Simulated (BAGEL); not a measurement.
# CH6BSi (SMILES C[B][SiH3]): UHF/cc-pVDZ (density fitting with qzvpp-jkfit)

What is the vertical ionisation energy of CH6BSi at UHF/cc-pVDZ (density fitting with qzvpp-jkfit)? 

Program for the calculation: BAGEL 1.2.2.

## (1) The system as given

CH6BSi: 9 atoms, total charge 0, spin state doublet. SMILES: `C[B][SiH3]`. Geometry: relaxed at PBE0-D4/def2-TZVP.

Bond lengths: C1–B2 1.531 Å, B2–Si3 1.979 Å, C1–H4 1.096 Å, C1–H5 1.093 Å, C1–H6 1.104 Å, Si3–H7 1.490 Å, Si3–H8 1.497 Å, Si3–H9 1.491 Å. Some angles: C1–B2–Si3 143.4°, B2–C1–H4 114.7°, B2–C1–H5 115.4°, B2–C1–H6 103.7°, B2–Si3–H7 107.8°, B2–Si3–H8 118.1°, B2–Si3–H9 107.4°, H4–C1–H5 109.7°, H4–C1–H6 105.9°, H5–C1–H6 106.4°.

## (2) The energy at UHF/cc-pVDZ (density fitting with qzvpp-jkfit)

Input file hf.json:

```json
{ "bagel": [

{
  "title": "molecule",
  "basis": "cc-pvdz.json",
  "df_basis": "qzvpp-jkfit",
  "angstrom": true,
  "geometry": [
    { "atom": "C", "xyz": [      -0.713700,       1.080700,      -1.086300 ] },
    { "atom": "B", "xyz": [       0.356600,       0.485400,      -0.168100 ] },
    { "atom": "Si", "xyz": [       0.763500,      -1.054100,       1.006500 ] },
    { "atom": "H", "xyz": [      -1.311200,       0.342200,      -1.632900 ] },
    { "atom": "H", "xyz": [      -0.363800,       1.854200,      -1.774600 ] },
    { "atom": "H", "xyz": [      -1.410300,       1.576900,      -0.388300 ] },
    { "atom": "H", "xyz": [       2.079200,      -1.612300,       0.585100 ] },
    { "atom": "H", "xyz": [      -0.212500,      -2.188100,       1.046100 ] },
    { "atom": "H", "xyz": [       0.900700,      -0.531100,       2.395500 ] }
  ]
},

{
  "title": "uhf",
  "nopen": 1
},

{
  "title": "print",
  "file": "orbitals.molden",
  "orbitals": true
}

]}
```

The basis set cc-pVDZ is read from a file made from the Basis Set Exchange's data (not shown).

On the command line:

```console
$ BAGEL_NUM_THREADS=1 BAGEL hf.json > hf.out
```

Log:

```text
* using 1 threads per process

  ===============================================================
  ===============================================================

  *** Geometry ***

  { "atom" : "C", "xyz" : [     -1.348698,      2.042227,     -2.052809 ] },
  { "atom" : "B", "xyz" : [      0.673876,      0.917273,     -0.317663 ] },
  { "atom" : "Si", "xyz" : [      1.442806,     -1.991960,      1.902009 ] },
  { "atom" : "H", "xyz" : [     -2.477809,      0.646664,     -3.085734 ] },
  { "atom" : "H", "xyz" : [     -0.687482,      3.503930,     -3.353508 ] },
  { "atom" : "H", "xyz" : [     -2.665081,      2.979909,     -0.733781 ] },
  { "atom" : "H", "xyz" : [      3.929119,     -3.046805,      1.105679 ] },
  { "atom" : "H", "xyz" : [     -0.401567,     -4.134910,      1.976842 ] },
  { "atom" : "H", "xyz" : [      1.702076,     -1.003634,      4.526839 ] },

  Number of auxiliary basis functions:      386

  Since a DF basis is specified, we compute 2- and 3-index integrals:
    o Being stored without compression. Storage requirement is 0.018 GB

  Number of basis functions:       76
  Number of electrons      :       31

    * METHOD: MOLECULE                             0.14

  *** Open-shell HF ***

  === Nuclear Repulsion ===
    83.1511942010

      * DIIS with orbital gradients will be used.

  === UHF iteration (cc-pvdz.json) ===
      0       -354.77223416          0.02664196           0.05
      1       -354.88344836          0.01047699           0.06
      2       -354.89935581          0.00449506           0.06
      3       -354.90222729          0.00139820           0.06
      4       -354.90309511          0.00030405           0.06
      5       -354.90319000          0.00012935           0.06
      6       -354.90321485          0.00003929           0.06
      7       -354.90321829          0.00002233           0.06
      8       -354.90321969          0.00001466           0.06
      9       -354.90322021          0.00001142           0.06
     10       -354.90322067          0.00000831           0.06
     11       -354.90322096          0.00000550           0.06
     12       -354.90322112          0.00000218           0.06
     13       -354.90322114          0.00000055           0.06
     14       -354.90322114          0.00000020           0.06
     15       -354.90322114          0.00000012           0.06
     16       -354.90322114          0.00000009           0.05
     17       -354.90322114          0.00000006           0.05
     18       -354.90322114          0.00000004           0.05
     19       -354.90322114          0.00000003           0.05
     20       -354.90322114          0.00000003           0.05
     21       -354.90322114          0.00000002           0.05
     22       -354.90322114          0.00000001           0.05
    * SCF iteration converged.

    * S^2 (UHF) is 0.7579

    * Permanent dipole moment:
           (    0.401993,    -0.212822,     0.321127) a.u.

    * METHOD: UHF                                  1.40

    * METHOD: PRINT                                0.02

  ===============================================================
```

Wall time 1.8 s (1 thread of AMD EPYC 9B14 (Zen 4), shared host).

## (3) The singlet cation at the same level

Input file input.json:

```json
{ "bagel": [

{
  "title": "molecule",
  "basis": "cc-pvdz.json",
  "df_basis": "qzvpp-jkfit",
  "angstrom": true,
  "geometry": [
    { "atom": "C", "xyz": [      -0.713700,       1.080700,      -1.086300 ] },
    { "atom": "B", "xyz": [       0.356600,       0.485400,      -0.168100 ] },
    { "atom": "Si", "xyz": [       0.763500,      -1.054100,       1.006500 ] },
    { "atom": "H", "xyz": [      -1.311200,       0.342200,      -1.632900 ] },
    { "atom": "H", "xyz": [      -0.363800,       1.854200,      -1.774600 ] },
    { "atom": "H", "xyz": [      -1.410300,       1.576900,      -0.388300 ] },
    { "atom": "H", "xyz": [       2.079200,      -1.612300,       0.585100 ] },
    { "atom": "H", "xyz": [      -0.212500,      -2.188100,       1.046100 ] },
    { "atom": "H", "xyz": [       0.900700,      -0.531100,       2.395500 ] }
  ]
},

{
  "title": "hf",
  "charge": 1
},

{
  "title": "print",
  "file": "orbitals.molden",
  "orbitals": true
}

]}
```

The basis set cc-pVDZ is read from a file made from the Basis Set Exchange's data (not shown).

On the command line:

```console
$ BAGEL_NUM_THREADS=1 BAGEL input.json > input.out
```

Log:

```text
* using 1 threads per process

  ===============================================================
  ===============================================================

  *** Geometry ***

  { "atom" : "C", "xyz" : [     -1.348698,      2.042227,     -2.052809 ] },
  { "atom" : "B", "xyz" : [      0.673876,      0.917273,     -0.317663 ] },
  { "atom" : "Si", "xyz" : [      1.442806,     -1.991960,      1.902009 ] },
  { "atom" : "H", "xyz" : [     -2.477809,      0.646664,     -3.085734 ] },
  { "atom" : "H", "xyz" : [     -0.687482,      3.503930,     -3.353508 ] },
  { "atom" : "H", "xyz" : [     -2.665081,      2.979909,     -0.733781 ] },
  { "atom" : "H", "xyz" : [      3.929119,     -3.046805,      1.105679 ] },
  { "atom" : "H", "xyz" : [     -0.401567,     -4.134910,      1.976842 ] },
  { "atom" : "H", "xyz" : [      1.702076,     -1.003634,      4.526839 ] },

  Number of auxiliary basis functions:      386

  Since a DF basis is specified, we compute 2- and 3-index integrals:
    o Being stored without compression. Storage requirement is 0.018 GB

  Number of basis functions:       76
  Number of electrons      :       31

    * METHOD: MOLECULE                             0.12

  *** RHF ***

  === Nuclear Repulsion ===
    83.1511942010

      * DIIS with orbital gradients will be used.

  === RHF iteration (cc-pvdz.json) ===
      0       -354.54361213          0.01163387           0.03
      1       -354.63754822          0.00495038           0.03
      2       -354.64892835          0.00152212           0.03
      3       -354.65055545          0.00016814           0.03
      4       -354.65058905          0.00005304           0.03
      5       -354.65059186          0.00001420           0.03
      6       -354.65059205          0.00000524           0.02
      7       -354.65059209          0.00000247           0.02
      8       -354.65059210          0.00000058           0.02
      9       -354.65059211          0.00000016           0.02
     10       -354.65059211          0.00000005           0.02
     11       -354.65059211          0.00000002           0.02
     12       -354.65059211          0.00000001           0.03
    * SCF iteration converged.

    * Permanent dipole moment:
           (    0.242742,    -1.027314,     0.729664) a.u.

    * METHOD: HF                                   0.42

    * METHOD: PRINT                                0.02

  ===============================================================
```

Wall time 0.74 s (1 thread of AMD EPYC 9B14 (Zen 4), shared host).

## (4) Results

Level: UHF/cc-pVDZ (density fitting with qzvpp-jkfit).

| quantity | value |
| --- | --- |
| doublet CH6BSi: total energy | -354.90322 Eh |
| doublet CH6BSi: dipole moment | 1.42 D |
| doublet CH6BSi: ⟨S²⟩ | 0.758 |
| singlet cation: total energy | -354.65059 Eh |
| singlet cation: HOMO energy | -17.96 eV |
| singlet cation: LUMO energy | -5.67 eV |
| singlet cation: HOMO–LUMO gap | 12.29 eV |
| vertical ionisation energy (to the singlet cation) | 6.874 eV |

What this shows: The vertical ionisation energy comes to 6.87 eV (159 kcal/mol).
